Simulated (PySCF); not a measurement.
F₂.
Z-matrix (Å and degrees, PBE0-D3(BJ)/def2-SVP geometry), rows numbered from 1:
```
F 
F   1  1.3766
```

Method used: PySCF 2.14.0, PBE0-D3(BJ)/def2-SVP geometry optimisation, gas phase.

Masses are those of the commonest isotopes; rigid-rotor values at the optimised geometry. 

(1) What are the moment of inertia and the rotational constant?

(2) List the first levels of a rigid rotor in a Σ state.

(3) Has it a pure rotational spectrum?

(4) Estimate the classical rotational partition function at 25 K, 100 K and 298.15 K.

## Answers

(1) I = 18.002 u·Å², B = 505379 MHz·u·Å²/I = 28073 MHz (0.9364 cm⁻¹, or 1.347 K as hB/k). For two atoms I = μr² with μ = 9.4992 u and r = 1.3766 Å.

(2) E(J) = BJ(J+1): J = 1: 1.873, J = 2: 5.619, J = 3: 11.237, J = 4: 18.729, J = 5: 28.093, J = 6: 39.330 cm⁻¹.

(3) Not by electric dipole: D∞h allows no dipole (computed 0.00 D). Rotational Raman lines (ΔJ = 2) lie at B(4J + 6), spaced by 4B = 3.746 cm⁻¹, with nuclear-spin weights that differ between even and odd J.

(4) Point group D∞h, symmetry number σ = 2; q = kT/(σhB), k/h = 20836.6 MHz/K: 9.3 at 25 K, 37.1 at 100 K, 111 at 298.15 K.

No PBE0-D3(BJ)/def2-SVP frequencies stand behind this structure, so it isn't proved a minimum. These are rigid-rotor constants of the computed structure; measured ground-state constants (B0) also hold zero-point vibration.

The run took 2.0 s on one thread, Intel Xeon Platinum 8375C at 2.90 GHz (x86_64), on a shared host, and the process peaked at 0.24 GiB of memory. These figures are those of the optimisation.
